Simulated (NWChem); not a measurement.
# hydrogen cyanide (CHN); SMILES C#N

Results from NWChem. Each level has its own optimisation. Computed dipoles belong to the equilibrium geometry; the measured one is vibrationally averaged.

Measured dipole moment: 2.98 D (NIST CCCBDB, as tabulated in the package chemicals).

**Question.** Which of these levels lies farthest from the measured value, and how do the others fare: B3LYP/3-21G; LDA (Slater exchange, VWN5)/def2-SVP; PBE0-D3(BJ)/def2-TZVP; B3LYP/def2-TZVP?

**Answer.** B3LYP/3-21G.
```json
[
 {"level": "B3LYP/3-21G", "dipole moment (D)": "2.72", "computed − measured": "-0.26"},
 {"level": "B3LYP/def2-TZVP", "dipole moment (D)": "3.03", "computed − measured": "+0.05"},
 {"level": "LDA (Slater exchange, VWN5)/def2-SVP", "dipole moment (D)": "2.82", "computed − measured": "-0.16"},
 {"level": "PBE0-D3(BJ)/def2-TZVP", "dipole moment (D)": "3.03", "computed − measured": "+0.05"}
]
```
